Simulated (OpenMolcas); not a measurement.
# doublet [OF2]+ at 6 levels

Aim: a comparison of 6 runs (UHF/cc-pVTZ, UB3LYP/6-31G*, UM06-L/cc-pVTZ, UPBE/cc-pVTZ, USVWN5/cc-pVTZ, UTPSS/cc-pVTZ) of doublet [OF2]+. 

The calculation is run with OpenMolcas 26.06.

### 1 The molecule

[OF2]+: 3 atoms, total charge +1, spin state doublet. SMILES of the parent species: `FOF`. The coordinates come from a PBE0-D4/def2-TZVP relaxation. That shape belongs to the parent species and isn't relaxed for this state.

Bond lengths: F1–O2 1.381 Å, O2–F3 1.381 Å. Angles: F1–O2–F3 103.9°.

### 2 A single-point energy at UHF/cc-pVTZ (run 1)

Contents of run.inp:

```
&GATEWAY
BasLib=$CurrDir
Coord
3
angstrom
F        0.953290      -0.339960       0.488270
O        0.000520       0.563910       0.062040
F       -0.953810      -0.223960      -0.550310
Basis=cc-pVTZ
Group=NoSym
&SEWARD
&SCF
UHF
Charge=1
Spin=2
Thresholds=1e-10 1e-07 1e-07 1e-05
PrOrbitals=0
```

The basis set cc-pVTZ is read from a file made from the Basis Set Exchange's data (not shown).

The run is started by

```sh
$ export MOLCAS_MEM=1860
$ pymolcas run.inp > run.log
```

Log:

```text
--- Start Module: gateway ---
[...]
--- Stop Module: gateway /rc=_RC_ALL_IS_WELL_ ---
--- Start Module: seward ---
[...]
      Basis functions           90
--- Stop Module: seward /rc=_RC_ALL_IS_WELL_ ---
[...]
--- Start Module: scf ---
[...]
       Convergence after  32 Iterations
[...]
::    Total SCF energy                               -273.1028040119
[...]
      Total spin, S                                     0.6626050779
[...]
      Total electronic charge=   25.000000
      Total            charge=    1.000000
[...]
      Dipole Moment (debye):
      Origin of the operator (angstrom)=   -0.0000   -0.0314   -0.0035
                   X=  9.6384E-04               Y=  1.0330E+00               Z=  1.1365E-01           Total=  1.0392E+00
      Center of Charge (angstrom)
[...]
--- Stop Module: scf /rc=_RC_ALL_IS_WELL_ ---
[...]
```

Run time: 13 s. Hardware: 1 thread of Arm Neoverse V1, shared host; peak memory 0.49 GiB.

### 3 The energy at UB3LYP/6-31G(d) (spherical functions) (run 2)

Contents of input.xyz:

```xyz
3

F      0.953290    -0.339960     0.488270
O      0.000520     0.563910     0.062040
F     -0.953810    -0.223960    -0.550310
```

Contents of calc.inp:

```
* F2O Kohn-Sham DFT
>>> EXPORT MOLCAS_PRINT=2

&GATEWAY
  BasLib=$CurrDir
  Coord=input.xyz
  Basis=6-31Gs
  Group=NoSym

&SEWARD
  GridInput
  Grid=UltraFine
  End of Grid

&SCF
  UHF
  Charge=1
  Spin=2
  KSDFT=B3LYP
  Thresholds=1e-10 1e-07 1e-07 1e-05
  PrOrbitals=1 2
```

The basis set 6-31G* is read from a file made from the Basis Set Exchange's data (not shown).

The run is started by

```sh
$ export MOLCAS_MEM=1860
$ pymolcas calc.inp > calc.log
```

Log:

```text
--- Start Module: gateway ---
[...]
--- Stop Module: gateway /rc=_RC_ALL_IS_WELL_ ---
--- Start Module: seward ---
[...]
      Basis functions           42
--- Stop Module: seward /rc=_RC_ALL_IS_WELL_ ---
--- Start Module: scf ---
[...]
       Convergence after  21 Iterations
[...]
::    Total KS-DFT energy                            -274.1720740479
[...]
      Total spin, S                                     0.5016413992
[...]
      Total electronic charge=   25.000000
      Total            charge=    1.000000
[...]
      Dipole Moment (debye):
      Origin of the operator (angstrom)=   -0.0000   -0.0314   -0.0035
                   X=  6.2589E-04               Y=  6.5008E-01               Z=  7.1535E-02           Total=  6.5401E-01
      Center of Charge (angstrom)
[...]
--- Stop Module: scf /rc=_RC_ALL_IS_WELL_ ---
[...]
```

Wall time 12 s (1 thread of Arm Neoverse V1, shared host); peak memory 0.38 GiB.

Runs 3 to 5 aren't shown in full; the table further down has their settings and results.

### 4 A single-point energy at UTPSS/cc-pVTZ (run 6)

Contents of test.input:

```
* F2O Kohn-Sham DFT
&GATEWAY
BasLib = $CurrDir
Coord
3
bohr
F      1.80145702    -0.64243129     0.92269657
O      0.00098266     1.06563546     0.11723861
F     -1.80243967    -0.42322306    -1.03993518
Basis = cc-pVTZ
Group = NoSym
&SEWARD
GridInput
Grid=UltraFine
End of Grid
&SCF
UHF
Charge = 1
Spin = 2
KSDFT = 2
1.0 MGGA_X_TPSS
1.0 MGGA_C_TPSS
Thresholds = 1e-10 1e-07 1e-07 1e-05
PrOrbitals = 1 1
```

The basis set cc-pVTZ is read from a file made from the Basis Set Exchange's data (not shown).

The run is started by

```sh
$ export MOLCAS_MEM=1860
$ pymolcas test.input > test.log
```

Log:

```text
--- Start Module: gateway ---
[...]
--- Stop Module: gateway /rc=_RC_ALL_IS_WELL_ ---
--- Start Module: seward ---
[...]
      Basis functions           90
--- Stop Module: seward /rc=_RC_ALL_IS_WELL_ ---
[...]
--- Start Module: scf ---
[...]
       Convergence after  20 Iterations
[...]
::    Total KS-DFT energy                            -274.3438659778
[...]
      Total spin, S                                     0.5010234043
[...]
      Total electronic charge=   25.000000
      Total            charge=    1.000000
[...]
      Dipole Moment (debye):
      Origin of the operator (angstrom)=   -0.0000   -0.0314   -0.0035
                   X=  6.2577E-04               Y=  6.4784E-01               Z=  7.1289E-02           Total=  6.5175E-01
      Center of Charge (angstrom)
[...]
--- Stop Module: scf /rc=_RC_ALL_IS_WELL_ ---
[...]
```

Run time: 50 s. Hardware: 1 thread of Arm Neoverse V1, shared host; peak memory 0.49 GiB.

### 5 The series

```csv
run,level,integration grid,energy (Eh),HOMO energy (eV),LUMO energy (eV),⟨S²⟩,wall time
1,UHF/cc-pVTZ,–,-273.102804,-28.40,-9.30,1.102,13 s
2,UB3LYP/6-31G* (spherical functions),UltraFine,-274.172074,-21.39,-16.87,0.753,12 s
3,UM06-L/cc-pVTZ,UltraFine,-274.249575,-19.73,-17.57,0.755,47 s
4,UPBE/cc-pVTZ,UltraFine,-274.069459,-19.25,-17.61,0.752,32 s
5,USVWN5/cc-pVTZ,UltraFine,-272.530518,-19.36,-18.02,0.751,26 s
6,UTPSS/cc-pVTZ,UltraFine,-274.343866,-19.56,-17.54,0.752,50 s
```

### 6 What came out

| quantity | value |
| --- | --- |
| run 6: total energy | -274.34387 Eh |
| run 6: HOMO energy (highest over α and β) | -19.56 eV |
| run 6: LUMO energy (lowest over α and β) | -17.54 eV |
| run 6: ⟨S²⟩ | 0.752 |

In words: Totals of different functionals can't be ranked against each other. Spin contamination of the reference: run 1 ⟨S²⟩ = 1.10. All runs together took 3 min, the longest 50 s.
